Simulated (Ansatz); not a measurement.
# CH4OSi (SMILES C[Si]O): one structure at several levels

An exercise on one series of results from a longer session: the logs are not shown, and one member is left open.

Computed with Ansatz 0.2.0, Gaussian basis. Level: single points in def2-TZVPP.

Cores are frozen in the correlated methods.

## Where the work starts

SMILES `C[Si]O`, 7 atoms, charge 0, spin multiplicity 1.

Atoms are counted from 1 here; the program's logs count them from 0.

Bond lengths: C1–Si2 1.943 Å, C1–H4 1.074 Å, C1–H5 1.124 Å, C1–H6 1.145 Å, Si2–O3 1.703 Å, O3–H7 0.938 Å. Angles: Si2–C1–H4 113.3°, Si2–C1–H5 108.7°, Si2–C1–H6 114.7°, H4–C1–H5 106.2°, H4–C1–H6 108.4°, H5–C1–H6 104.9°, C1–Si2–O3 99.0°, Si2–O3–H7 121.5°.

As a file:

```xyz
7
CH4OSi
C    -0.63050    0.43420   -0.28370
Si    1.19670    0.03360   -0.80820
O     1.60940   -1.03230    0.45450
H    -1.32560   -0.34400   -0.53920
H    -0.97080    1.35330   -0.83480
H    -0.76540    0.68860    0.82500
H     1.02600   -1.19200    1.17090
```

The first run:

Input file run/in.yaml:

```yaml
crystal:
  periodic: [false, false, false]
  atoms:
    - {symbol: C, position_ang: [-0.630500, 0.434200, -0.283700]}
    - {symbol: Si, position_ang: [1.196700, 0.033600, -0.808200]}
    - {symbol: O, position_ang: [1.609400, -1.032300, 0.454500]}
    - {symbol: H, position_ang: [-1.325600, -0.344000, -0.539200]}
    - {symbol: H, position_ang: [-0.970800, 1.353300, -0.834800]}
    - {symbol: H, position_ang: [-0.765400, 0.688600, 0.825000]}
    - {symbol: H, position_ang: [1.026000, -1.192000, 1.170900]}
basis:
  gaussian: {orbitals: def2-TZVPP}
correlation: {method: ccsd_t}
output: {forces: true}
```

The command line of these runs was not kept.

Among the steps run: CCSD(T)/def2-TZVPP; PBE0-D4/def2-TZVPP; wB97M-V/def2-TZVPP; r2SCAN-D4/def2-TZVPP; PBE-D4/def2-TZVPP; BHLYP-D4/def2-TZVPP; SPW92/def2-TZVPP.

One of the session's tables, all rows but one given; the rest of the session is left out.

| method | RMS force component (eV/Å) | angle to CCSD(T) forces (°) | dipole (D) |
| --- | --- | --- | --- |
| CCSD(T) | 0.891 | reference | 1.91 |
| PBE0-D4 | ? | ? | ? |
| wB97M-V | 0.883 | 3.3 | 1.90 |
| r2SCAN-D4 | 0.905 | 2.7 | 2.11 |
| PBE-D4 | 0.904 | 13.2 | 2.01 |
| BHLYP-D4 | 0.917 | 14.8 | 2.00 |
| SPW92 | 1.020 | 14.5 | 2.08 |

**Question.** Estimate the row for PBE0-D4.

**Answer.** RMS force component (eV/Å): 0.898; angle to CCSD(T) forces (°): 3.3; dipole (D): 2.06. In the column «RMS force component (eV/Å)» it lies between CCSD(T) (0.891) and PBE-D4 (0.904).
